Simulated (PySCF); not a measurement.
Level of theory: r2SCAN-D4/def2-TZVP // r2SCAN-D4/def2-SVP run with PySCF. All species are isolated molecules in the gas phase. 

Reference species (SMILES): `[OH]` (neutral, multiplicity 2).

The highest occupied spin orbital is -7.57 eV.

Changed species: `[CH3]` (free radical CH3; the reference has free radical OH).

Problem. What does the change do to the highest occupied spin orbital?

Solution. the highest occupied spin orbital rises by 1.69 eV, to -5.88 eV.
